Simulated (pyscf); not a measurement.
**Four-centre exchange: `[NH2][SiH3]` + `[NH3]` → `[NH2][SiH3]` + `[NH3]`**

Gas phase, singlet surface, charge 0. Bonds broken: Si2–H5, N8–H9. Bonds formed: Si2–H9, H5–N8. Optimised with ωB97X-D3(BJ)/def2-SVP in PySCF. Correlated levels are frozen-core, on RHF or UHF. ΔMP2 is the change of the MP2 total energy from the triple- to the quadruple-zeta basis.

Transition state (Å):

```xyz
11

N      0.2526     1.5223    -0.8046
Si    -0.4190    -0.1309    -0.7001
H      1.0065     1.7248    -0.1540
H      0.5407     1.8391    -1.7281
H     -0.3772    -1.1222     1.6843
H      0.4598    -1.0895    -1.5091
H     -1.6047    -0.0650    -1.6499
N     -1.3062    -1.1266     2.1975
H     -1.7687    -0.6360     1.3744
H     -1.2992    -0.5628     3.0562
H     -1.6701    -2.0754     2.3469
```

One imaginary mode, 725i cm⁻¹; descent along it reached the two sides named, in the forms told below.

```csv
bond,change,reactant side (Å),saddle,product side
Si2–H5,breaks,1.492,2.583,4.6
N8–H9,breaks,1.021,1.064,3.1
Si2–H9,forms,5.2,2.526,1.502
H5–N8,forms,2.9,1.061,1.011
```

Electronic energies relative to the separated reactants (kJ/mol):

```tsv
level	barrier	reaction energy	reverse barrier
ωB97X-D3(BJ)/def2-TZVP	263.5	0.0	263.5
PBE/def2-TZVP	220.2	0.0	220.2
r²SCAN/def2-TZVP	249.3	0.0	249.3
B3LYP-D3(BJ)/def2-TZVP	247.7	0.0	247.7
PBE0-D3(BJ)/def2-TZVP	235.3	0.0	235.3
M06-2X/def2-TZVP	262.6	0.0	262.6
ωB97M-D3(BJ)/def2-TZVP	255.9	0.0	255.9
HF/def2-TZVP	316.9	0.0	316.9
MP2/def2-QZVPP	267.7	0.0	267.7
CCSD/def2-TZVPP	273.2	0.0	273.2
CCSD(T)/def2-TZVPP	263.7	0.0	263.7
CCSD(T)/def2-TZVPP + ΔMP2(QZVPP)	263.1	0.0	263.1
```

With CCSD(T)/def2-TZVPP + ΔMP2(QZVPP) energies and thermal terms (ideal gas, 1 atm, RRHO with modes under 100 cm⁻¹ raised to 100, one conformer, R ln 2 for chiral ones without a mode under 150 cm⁻¹), in kJ/mol:

```
T (K)    ΔH‡    ΔG‡   ΔH   ΔG
-----  -----  -----  ---  ---
298    268.0  303.8  0.0  0.0
600    268.6  339.8  0.0  0.0
900    270.1  375.1  0.0  0.0
1200   272.1  409.8  0.0  0.0
```

On the product side the descent ends in a complex (not fully relaxed), 17.8 kJ/mol under the separated species and 281.3 kJ/mol under the saddle at ωB97X-D3(BJ)/def2-TZVP. The same reactants have a lower exit, to H₂N–SiH₂–NH₂ + H₂ (barrier +138.7 kJ/mol at ωB97M-D3(BJ)/def2-TZVP, against +255.9 kJ/mol here). This is the saddle that the search found; another between the same sides may lie lower. The CCSD(T) − MP2 part came from Ansatz, without density fitting, on the same reference.
